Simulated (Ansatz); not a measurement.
A nudged elastic band was laid between two geometries of CH6NSi (9 atoms, charge 1, multiplicity 1).

Computed with Ansatz 0.2.0, RKS r2SCAN-D4/def2-SVP.

```
movable images  : 7
climbing image  : yes
spring          : 5.0 eV/Å²
optimiser       : quadratic models (default)
start path      : IDPP
force threshold : 0.03 eV/Å
iteration limit : 56
end points      : relaxed
```

First end point:

```xyz
9
Properties=species:S:1:pos:R:3
C -0.365 0.381 -1.141
N 0.158 0.446 0.230
Si 0.368 -0.780 1.324
H -0.632 -0.652 -1.398
H -1.258 1.018 -1.226
H 0.399 0.743 -1.846
H 0.421 1.394 0.520
H -0.012 -2.137 0.897
H 0.919 -0.413 2.639
```

Last end point:

```xyz
9
Properties=species:S:1:pos:R:3
C -0.853 0.208 -0.900
N -0.139 0.340 0.377
Si 1.190 -0.488 0.918
H -1.900 -0.070 -0.710
H -0.830 1.167 -1.438
H -0.381 -0.565 -1.521
H -0.542 1.051 0.996
H 1.760 -1.508 0.022
H 1.696 -0.136 2.256
```

**Question.** What changes between the two ends?

**Answer.** No bond is made or broken. The dihedral H6–C1–N2–Si3 goes from -120 to 0°. The two ends are copies of one structure, up to a mirror image or an exchange of like atoms.

**Question.** Give the energies along the band, and the barrier.

**Answer.** It converged. The highest image is number 4 of 0 to 8, 2.1 kcal/mol above the ends, which have the same energy within 2 meV. A vibrational analysis at the climbing image gives one clearly imaginary mode, 209i cm⁻¹: a first-order saddle point. Limits of this set-up: the dipole of an ion depends on the origin.

| image | path coordinate (Å) | energy (kcal/mol) | dihedral H6–C1–N2–Si3 (°) |
| --- | --- | --- | --- |
| 0 | 0.00 | 0.0 | -120 |
| 1 | 0.39 | 0.3 | -105 |
| 2 | 0.77 | 1.0 | -90 |
| 3 | 1.16 | 1.8 | -75 |
| 4 | 1.55 | 2.1 | -61 |
| 5 | 1.94 | 1.8 | -46 |
| 6 | 2.33 | 1.0 | -31 |
| 7 | 2.71 | 0.3 | -16 |
| 8 | 3.10 | 0.0 | 0 |

**Question.** What is the geometry of the highest image?

**Answer.** 
```xyz
9
Properties=species:S:1:pos:R:3:forces:R:3
C -0.671 0.331 -1.025 0.00 0.00 0.00
N -0.042 0.408 0.310 0.01 0.00 0.01
Si 0.893 -0.700 1.113 0.00 0.00 0.00
H -1.382 -0.506 -1.071 0.00 0.00 0.00
H -1.215 1.264 -1.213 0.00 0.00 0.00
H 0.092 0.206 -1.806 0.00 0.00 0.00
H -0.223 1.289 0.800 -0.01 0.01 -0.01
H 1.177 -1.981 0.443 0.00 0.00 0.00
H 1.371 -0.310 2.450 0.00 0.00 0.00
```

**Question.** What are the harmonic wavenumbers there?

**Answer.** 209i, 272, 367, 613, 651, 717, 832, 915, 1117, 1122, 1132, 1383, 1440, 1465, 1476, 2316, 2378, 3066, 3171, 3202, 3525 cm⁻¹.

The run took 2.3 min on 1 thread of Arm Neoverse V1 (shared host), peak memory 0.15 GiB.
